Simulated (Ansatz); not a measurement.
Match the barriers

Saddle point of SiH₅SF, closed shell (SiH₄S ([SiH3][SH]) + HF → SiH₃F ([F][SiH3]) + H₂S; bonds formed: Si1–F7, S2–H6; bonds broken: Si1–S2, H6–F7), PBE0-D4/def2-TZVP structure:

Si1  (-0.571, 0.410, -0.383)
S2  (0.414, -0.923, 1.377)
H3  (0.096, 1.512, -1.120)
H4  (-1.308, 1.183, 0.671)
H5  (-1.639, -0.372, -1.042)
H6  (0.969, -1.138, -0.018)
F7  (0.745, -0.712, -1.185)
H8  (1.294, 0.041, 1.699)
(Å)

Computed with Ansatz 0.2.0 (basis: def2-TZVPP, with def2-QZVPP for the basis limit); correlated methods freeze the cores. B3LYP uses VWN-RPA correlation. Extrapolation: Hartree–Fock as exp(−7.88 √X), correlation as X^−2.97. Four methods, as single points on the PBE0-D4 structures, gave these electronic barriers from the start structure: 98.5, 121.9, 132.8, 188.8 kJ/mol.

Q: The methods were, in alphabetical order, B3LYP-D4, CCSD(T), HF, PBE-D4. Which gave which? (Judge from chemistry; the calculation decides.)

A: The calculation gives: PBE-D4 98.5; B3LYP-D4 121.9; CCSD(T) 132.8; HF 188.8 kJ/mol. For comparison, CCSD(T) at an estimated basis limit (MP2 extrapolated from triple and quadruple zeta, plus CCSD(T) − MP2 in triple zeta) gives 132.0 kJ/mol.

No T1 diagnostic of these runs exceeds 0.013.

Labels in which every atom is bracketed show which atoms are joined, not bond orders.

For scale, one of the runs: CCSD(T)/def2-TZVPP, 185 basis functions (an equivalent command: `ansatz run in.yaml --threads 2`). The run took 27 s on 2 CPU threads (shared host), with 1.9 GiB of host memory at its peak.
